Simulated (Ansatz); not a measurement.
We consider antifluorite Mg₂Ge, described by PBE-D4 (Ansatz, a quantum-chemistry and plane-wave program, PAW).

Run with plane-wave cutoff 500 eV, 12×12×12 k mesh, Fermi–Dirac smearing 0.05 eV, scalar-relativistic PAW data made under PBE.

Cell (relaxed at this level):

```cif
data_Ge4Mg8
_chemical_formula_sum 'Mg8 Ge4'
_space_group_name_H-M_alt 'Fm-3m'
_space_group_IT_number 225
_space_group_name_Hall '-F 4 2 3'
_cell_length_a 6.35514
_cell_length_b 6.35514
_cell_length_c 6.35514
_cell_angle_alpha 90.000
_cell_angle_beta 90.000
_cell_angle_gamma 90.000
loop_
_atom_site_label
_atom_site_type_symbol
_atom_site_symmetry_multiplicity
_atom_site_Wyckoff_symbol
_atom_site_fract_x
_atom_site_fract_y
_atom_site_fract_z
_atom_site_occupancy
Mg1 Mg 8 c 0.25000 0.25000 0.25000 1
Ge1 Ge 4 a 0.00000 0.00000 0.00000 1
```
(The calculation used a cell of 3 atoms; values per cell refer to that cell.)

**Question.** What does this level give for the band gap?

**Answer.** 
- band gap: 0.14 eV (under three smearing widths, so not firm)

Measured, for comparison: band gap 0.74 eV (temperature not stated, not corrected to a static lattice, indirect, Γ–X; as tabulated in Ryu et al. (2019), arXiv:1905.06140).

Spin–orbit coupling is not included.
